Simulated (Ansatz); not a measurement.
# SiNHO+ (doublet): from Hartree-Fock to the top rungs, def2-TZVPP

The task here is to estimate one member of a computed series from the others.

Program: Ansatz 0.2.0, Gaussian basis. Level of theory: def2-TZVPP, core rule «outside noble gas», up to 7 orbitals frozen. These are calculated values, not measurements.

Plan: UHF; ROHF; CCSD(T) on UHF.

2 further runs of the same task are left out: 2 set aside as unsound or not needed.

## The geometry

The geometry is a PBE0/def2-TZVP stationary point (not a proven minimum) of the parent state, kept for this charge and spin.

4 atoms, charge 1, spin multiplicity 2.

Atoms are counted from 1 here; the program's logs count them from 0.

Bond lengths: O1–N2 1.168 Å, N2–Si3 1.655 Å, Si3–H4 1.516 Å. Angles: O1–N2–Si3 171.2°, N2–Si3–H4 83.9°.

The first run:

Contents of in.yaml:

```yaml
crystal:
  periodic: [false, false, false]
  atoms:
    - {symbol: O, position_ang: [0.000000, -0.000738, 1.661095]}
    - {symbol: N, position_ang: [0.000000, 0.069164, 0.495130]}
    - {symbol: Si, position_ang: [0.000000, -0.085416, -1.152554]}
    - {symbol: H, position_ang: [0.000000, 1.430644, -1.132611]}
basis:
  gaussian: {orbitals: def2-TZVPP}
total_charge: 1
magnetization: {spin_polarized: true, initial_magnetization: 1}
hamiltonian: {xc: hf}
output: {orbitals: {seedname: orbitals}}
```

The run is started by

```bash
$ ansatz run in.yaml --threads 1 --pin off --events-out ev --progress --plain --max-ram 4096MiB --backend cpu
```

Among the steps run: UHF; ROHF; CCSD(T) on UHF.

One of the session's tables, all rows but one given; the rest of the session is left out.

```
  method  from UCCSD(T) (kcal/mol)
    ROHF                   +352.68
     UHF                   +342.34
    UMP2                    +37.22
   UCCSD                         ?
UCCSD(T)                         0
```

**Question.** Estimate the row for UCCSD.

The run gave: from UCCSD(T) (kcal/mol): +18.67. In the column «from UCCSD(T) (kcal/mol)» it lies between UCCSD(T) (0) and UMP2 (+37.22).

The program flags UCCSD(T) as in doubt (see the logs), so the zero of the table is itself unsure.

To keep in mind: The determinant is far from a pure spin state, so its energy mixes those of several spin states (harmless only where they are near-degenerate, as at dissociation). The program flags UCCSD(T) as in doubt, so the zero of the table is itself unsure.
